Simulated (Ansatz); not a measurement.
CH4OS, SMILES `OCS`. The species carries charge 0 and has multiplicity 1. The geometry is a stationary point of PBE0-D4/def2-TZVP. It is one conformer, not always the lowest.

```xyz
7

O     0.551   -0.359    1.055
C    -0.097   -0.299   -0.191
S     0.491    1.104   -1.140
H     0.182   -1.098    1.549
H     0.133   -1.169   -0.818
H    -1.183   -0.230   -0.080
H    -0.078    2.050   -0.376
```

Task: What is the dipole moment at B3LYP/def2-TZVPP? (Best estimate.)

Result: Ansatz gave: 2.41 D, with components (-1.81, -1.42, 0.71) D in this frame, pointing from negative to positive charge.

Task: And with PBE, r2SCAN, ωB97M-V? (An estimate is asked.)

Result: Computed: PBE 2.36 D, r2SCAN 2.45 D, ωB97M-V 2.42 D.

Task: Give the Mulliken charges with B3LYP, r2SCAN, PBE in def2-TZVPP. (An estimate is asked.)

Result: Ansatz gave: 
```tsv
atom	B3LYP	r2SCAN	PBE
O1	-0.32	-0.34	-0.28
C2	-0.03	0.06	-0.06
S3	-0.15	-0.16	-0.16
H4	0.18	0.20	0.18
H5	0.11	0.07	0.11
H6	0.11	0.07	0.11
H7	0.09	0.09	0.10
```

B3LYP here is the variant with VWN-RPA as its local correlation; programs differ in this.
